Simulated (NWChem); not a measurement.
# C2H2 (acetylene) at 4 levels

We compute a comparison of 4 runs (B3LYP/def2-TZVPPD, M06-2X/def2-TZVPPD, M06-L/def2-TZVPPD, revPBE/def2-TZVPPD) of C2H2 (acetylene). 

Program for the calculation: NWChem 7.3.0.

## Step 1: The molecule

The species is C2H2 (4 atoms), meant as a singlet with charge 0. As SMILES, `C#C`. Geometry: relaxed at PBE0-D4/def2-TZVP.

Bond lengths: C1–C2 1.197 Å, C1–H3 1.065 Å, C2–H4 1.065 Å. Angles: C1–C2–H4 180.0°, C2–C1–H3 180.0°.

## Step 2: Energy and gradient at B3LYP/def2-TZVPPD (run 1)

run.py reads:

```python
from ase import Atoms
from ase.calculators.nwchem import NWChem

atoms = Atoms(['C', 'C', 'H', 'H'], positions=[
    [0.155500, -0.542100, 0.200400],
    [-0.155500, 0.542100, -0.200400],
    [0.432200, -1.506500, 0.556900],
    [-0.432200, 1.506500, -0.556900],
])

calc = NWChem(
    label='c2h2',
    theory='dft',
    memory='2200 mb',
    basis='def2-TZVPPD',
    basispar='spherical bse',
    dft={'xc': 'b3lyp', 'mult': '1', 'grid': 'fine', 'convergence': 'energy 1e-08', 'iterations': '100', 'mulliken': None},
)
atoms.calc = calc

forces = atoms.get_forces()
print(f"energy = {atoms.get_potential_energy():.6f} eV")
print("forces (eV/A):")
for s, f in zip(atoms.symbols, forces):
    print(f"{s:2s} {f[0]:10.5f} {f[1]:10.5f} {f[2]:10.5f}")
print("dipole (e A):", atoms.get_dipole_moment().round(4))
```

The run is started by

```bash
$ export ASE_NWCHEM_COMMAND="nwchem PREFIX.nwi > PREFIX.nwo"
$ python run.py
```

Standard output:

```text
energy = -2105.228561 eV
forces (eV/A):
C     0.02355   -0.08150    0.03008
C    -0.02355    0.08150   -0.03008
H    -0.02741    0.09534   -0.03522
H     0.02741   -0.09534    0.03522
dipole (e A): [0. 0. 0.]
```

The calculator wrote c2h2.nwi:

```
title "c2h2"

permanent_dir c2h2

scratch_dir c2h2

start c2h2

geometry units angstrom nocenter noautosym noautoz
  C  1.5550000000000000e-01 -5.4210000000000003e-01 2.0039999999999999e-01
  C  -1.5550000000000000e-01 5.4210000000000003e-01 -2.0039999999999999e-01
  H  4.3219999999999997e-01 -1.5065000000000000e+00 5.5689999999999995e-01
  H  -4.3219999999999997e-01 1.5065000000000000e+00 -5.5689999999999995e-01
end

memory 2200 mb

basis spherical bse noprint
   * library def2-TZVPPD
end

dft
  xc b3lyp
  mult 1
  grid fine
  convergence energy 1e-08
  iterations 100
  mulliken
end

task dft gradient
```

c2h2.nwo:

```text
Northwest Computational Chemistry Package (NWChem) 7.3.0
             --------------------------------------------------------

           Job information
           ---------------

    nwchem branch   = 7.3.0
    use scalapack   = T
    input           = c2h2.nwi
    prefix          = c2h2.
    data base       = c2h2/c2h2.db
    status          = startup
    nproc           =        1

           Memory information
           ------------------

    heap     =     72089598 doubles =      550.0 Mbytes
    stack    =     72089595 doubles =      550.0 Mbytes
    global   =    144179200 doubles =     1100.0 Mbytes (distinct from heap & stack)
    total    =    288358393 doubles =     2200.0 Mbytes
    verify   = yes
    hardfail = no

[... 105 lines left out ...]
          Convergence on energy requested:  1.00D-08
[... 25 lines left out ...]
          Convergence Information
[... 77 lines left out ...]
         Total DFT energy =      -77.365723263593
[... 3 lines left out ...]
 Nuclear repulsion energy =       24.845406610968
[... 812 lines left out ...]
          Convergence on gradient requested:  5.00D-04
[... 26 lines left out ...]
          total energy or number of iterations.
[... 26 lines left out ...]
                         DFT ENERGY GRADIENTS

    atom               coordinates                        gradient
                 x          y          z           x          y          z
   1 C       0.293852  -1.024420   0.378701   -0.000458   0.001585  -0.000585
   2 C      -0.293852   1.024420  -0.378701    0.000458  -0.001585   0.000585
   3 H       0.816740  -2.846872   1.052388    0.000533  -0.001854   0.000685
   4 H      -0.816740   2.846872  -1.052388   -0.000533   0.001854  -0.000685

                 ----------------------------------------
                 |  Time  |  1-e(secs)   |  2-e(secs)   |
                 ----------------------------------------
                 |  CPU   |       0.02   |      11.15   |
                 ----------------------------------------
                 |  WALL  |       0.02   |      11.15   |
                 ----------------------------------------

 Task  times  cpu:       47.7s     wall:       47.7s
 Total times  cpu:       47.8s     wall:       47.8s
```

Run time: 51 s. Hardware: 1 thread of Intel Xeon at 2.50GHz (Skylake/Cascade Lake), shared host; peak memory 0.13 GiB.

## Step 3: Energy and gradient at M06-2X/def2-TZVPPD (run 2)

run.py reads:

```python
from ase import Atoms
from ase.calculators.nwchem import NWChem

molecule = Atoms('CCHH', positions=[
    [0.155500, -0.542100, 0.200400],
    [-0.155500, 0.542100, -0.200400],
    [0.432200, -1.506500, 0.556900],
    [-0.432200, 1.506500, -0.556900],
])

calc = NWChem(
    label='mol',
    theory='dft',
    memory='2200 mb',
    basis='def2-TZVPPD',
    basispar='spherical bse',
    dft={'xc': 'm06-2x', 'mult': '1', 'grid': 'fine', 'convergence': 'energy 1e-08', 'iterations': '100', 'mulliken': None},
)
molecule.calc = calc

forces = molecule.get_forces()
e = molecule.get_potential_energy()
print(f"E = {e:.6f} eV")
print("forces (eV/A):")
for s, f in zip(molecule.symbols, forces):
    print(f"{s:2s} {f[0]:10.5f} {f[1]:10.5f} {f[2]:10.5f}")
print("dipole (e A):", molecule.get_dipole_moment().round(4))
```

The run is started by

```bash
$ export ASE_NWCHEM_COMMAND="nwchem PREFIX.nwi > PREFIX.nwo"
$ python run.py
```

Standard output:

```text
E = -2104.148470 eV
forces (eV/A):
C    -0.06073    0.21242   -0.07857
C     0.06073   -0.21242    0.07857
H    -0.01604    0.05564   -0.02057
H     0.01604   -0.05564    0.02057
dipole (e A): [0. 0. 0.]
```

The calculator wrote mol.nwi:

```
title "mol"

permanent_dir mol

scratch_dir mol

start mol

geometry units angstrom nocenter noautosym noautoz
  C  1.5550000000000000e-01 -5.4210000000000003e-01 2.0039999999999999e-01
  C  -1.5550000000000000e-01 5.4210000000000003e-01 -2.0039999999999999e-01
  H  4.3219999999999997e-01 -1.5065000000000000e+00 5.5689999999999995e-01
  H  -4.3219999999999997e-01 1.5065000000000000e+00 -5.5689999999999995e-01
end

memory 2200 mb

basis spherical bse noprint
   * library def2-TZVPPD
end

dft
  xc m06-2x
  mult 1
  grid fine
  convergence energy 1e-08
  iterations 100
  mulliken
end

task dft gradient
```

mol.nwo:

```text
Northwest Computational Chemistry Package (NWChem) 7.3.0
             --------------------------------------------------------

           Job information
           ---------------

    nwchem branch   = 7.3.0
    use scalapack   = T
    input           = mol.nwi
    prefix          = mol.
    data base       = mol/mol.db
    status          = startup
    nproc           =        1

           Memory information
           ------------------

    heap     =     72089600 doubles =      550.0 Mbytes
    stack    =     72089597 doubles =      550.0 Mbytes
    global   =    144179200 doubles =     1100.0 Mbytes (distinct from heap & stack)
    total    =    288358397 doubles =     2200.0 Mbytes
    verify   = yes
    hardfail = no

[... 105 lines left out ...]
          Convergence on energy requested:  1.00D-08
[... 23 lines left out ...]
          Convergence Information
[... 77 lines left out ...]
         Total DFT energy =      -77.326030667218
[... 3 lines left out ...]
 Nuclear repulsion energy =       24.845406610968
[... 814 lines left out ...]
          Convergence on gradient requested:  5.00D-04
[... 24 lines left out ...]
          total energy or number of iterations.
[... 26 lines left out ...]
                         DFT ENERGY GRADIENTS

    atom               coordinates                        gradient
                 x          y          z           x          y          z
   1 C       0.293852  -1.024420   0.378701    0.001181  -0.004131   0.001528
   2 C      -0.293852   1.024420  -0.378701   -0.001181   0.004131  -0.001528
   3 H       0.816740  -2.846872   1.052388    0.000312  -0.001082   0.000400
   4 H      -0.816740   2.846872  -1.052388   -0.000312   0.001082  -0.000400

                 ----------------------------------------
                 |  Time  |  1-e(secs)   |  2-e(secs)   |
                 ----------------------------------------
                 |  CPU   |       0.02   |      12.84   |
                 ----------------------------------------
                 |  WALL  |       0.02   |      12.84   |
                 ----------------------------------------

 Task  times  cpu:       65.2s     wall:       65.2s
 Total times  cpu:       65.3s     wall:       65.3s
```

It took 69 s on 1 thread of Intel Xeon at 2.50GHz (Skylake/Cascade Lake), shared host; peak memory 0.13 GiB.

Run 3 isn't shown in full; the table further down has it.

## Step 4: Energy and gradient at revPBE/def2-TZVPPD (run 4)

run.py reads:

```python
from ase import Atoms
from ase.calculators.nwchem import NWChem

molecule = Atoms(['C', 'C', 'H', 'H'], positions=[
    [0.155500, -0.542100, 0.200400],
    [-0.155500, 0.542100, -0.200400],
    [0.432200, -1.506500, 0.556900],
    [-0.432200, 1.506500, -0.556900],
])

calc = NWChem(
    label='c2h2',
    theory='dft',
    memory='2200 mb',
    basis='def2-TZVPPD',
    basispar='spherical bse',
    dft={'xc': 'revpbe cpbe96', 'mult': '1', 'grid': 'fine', 'convergence': 'energy 1e-08', 'iterations': '100', 'mulliken': None},
)
molecule.calc = calc

forces = molecule.get_forces()
print(f"energy = {molecule.get_potential_energy():.6f} eV")
print("forces (eV/A):")
for s, f in zip(molecule.symbols, forces):
    print(f"{s:2s} {f[0]:10.5f} {f[1]:10.5f} {f[2]:10.5f}")
print("dipole (e A):", molecule.get_dipole_moment().round(4))
```

The run is started by

```bash
$ export ASE_NWCHEM_COMMAND="nwchem PREFIX.nwi > PREFIX.nwo"
$ python run.py
```

Standard output:

```text
energy = -2104.528239 eV
forces (eV/A):
C     0.30411   -1.05960    0.39168
C    -0.30411    1.05960   -0.39168
H     0.05986   -0.20877    0.07718
H    -0.05986    0.20877   -0.07718
dipole (e A): [-0. -0. -0.]
```

The calculator wrote c2h2.nwi:

```
title "c2h2"

permanent_dir c2h2

scratch_dir c2h2

start c2h2

geometry units angstrom nocenter noautosym noautoz
  C  1.5550000000000000e-01 -5.4210000000000003e-01 2.0039999999999999e-01
  C  -1.5550000000000000e-01 5.4210000000000003e-01 -2.0039999999999999e-01
  H  4.3219999999999997e-01 -1.5065000000000000e+00 5.5689999999999995e-01
  H  -4.3219999999999997e-01 1.5065000000000000e+00 -5.5689999999999995e-01
end

memory 2200 mb

basis spherical bse noprint
   * library def2-TZVPPD
end

dft
  xc revpbe cpbe96
  mult 1
  grid fine
  convergence energy 1e-08
  iterations 100
  mulliken
end

task dft gradient
```

c2h2.nwo:

```text
Northwest Computational Chemistry Package (NWChem) 7.3.0
             --------------------------------------------------------

           Job information
           ---------------

    nwchem branch   = 7.3.0
    use scalapack   = T
    input           = c2h2.nwi
    prefix          = c2h2.
    data base       = c2h2/c2h2.db
    status          = startup
    nproc           =        1

           Memory information
           ------------------

    heap     =     72089598 doubles =      550.0 Mbytes
    stack    =     72089595 doubles =      550.0 Mbytes
    global   =    144179200 doubles =     1100.0 Mbytes (distinct from heap & stack)
    total    =    288358393 doubles =     2200.0 Mbytes
    verify   = yes
    hardfail = no

[... 107 lines left out ...]
          Convergence on energy requested:  1.00D-08
[... 22 lines left out ...]
          Convergence Information
[... 77 lines left out ...]
         Total DFT energy =      -77.339986902913
[... 3 lines left out ...]
 Nuclear repulsion energy =       24.845406610968
[... 812 lines left out ...]
          Convergence on gradient requested:  5.00D-04
[... 23 lines left out ...]
          total energy or number of iterations.
[... 26 lines left out ...]
                         DFT ENERGY GRADIENTS

    atom               coordinates                        gradient
                 x          y          z           x          y          z
   1 C       0.293852  -1.024420   0.378701   -0.005914   0.020606  -0.007617
   2 C      -0.293852   1.024420  -0.378701    0.005914  -0.020606   0.007617
   3 H       0.816740  -2.846872   1.052388   -0.001164   0.004060  -0.001501
   4 H      -0.816740   2.846872  -1.052388    0.001164  -0.004060   0.001501

                 ----------------------------------------
                 |  Time  |  1-e(secs)   |  2-e(secs)   |
                 ----------------------------------------
                 |  CPU   |       0.04   |      12.41   |
                 ----------------------------------------
                 |  WALL  |       0.04   |      12.41   |
                 ----------------------------------------

 Task  times  cpu:       57.0s     wall:       57.0s
 Total times  cpu:       57.1s     wall:       57.1s
```

It took 60 s on 1 thread of Intel Xeon at 2.50GHz (Skylake/Cascade Lake), shared host; peak memory 0.13 GiB.

## Step 5: All runs side by side

| run | level | energy (Eh) | dipole moment (D) | HOMO energy (eV) | LUMO energy (eV) | wall time |
| --- | --- | --- | --- | --- | --- | --- |
| 1 | B3LYP/def2-TZVPPD | -77.365723 | 0.00 | -8.19 | 0.44 | 51 s |
| 2 | M06-2X/def2-TZVPPD | -77.326031 | 0.00 | -9.74 | 0.72 | 69 s |
| 3 | M06-L/def2-TZVPPD | -77.348218 | 0.00 | -7.31 | 0.17 | 68 s |
| 4 | revPBE/def2-TZVPPD | -77.339987 | 0.00 | -7.13 | -0.22 | 60 s |

## Step 6: What came out

| quantity | value |
| --- | --- |
| run 4: total energy | -77.33999 Eh |
| run 4: dipole moment | 0.00 D |
| run 4: HOMO energy | -7.13 eV |
| run 4: LUMO energy | -0.22 eV |
| run 4: HOMO–LUMO gap | 6.91 eV |
| run 4: largest force on an atom | 1.170 eV/Å |

**Reading.** The HOMO–LUMO gap runs from 6.91 eV (revPBE/def2-TZVPPD) to 10.46 eV (M06-2X/def2-TZVPPD). Totals of different functionals can't be ranked against each other. All runs together took 4.1 min, the longest 69 s.
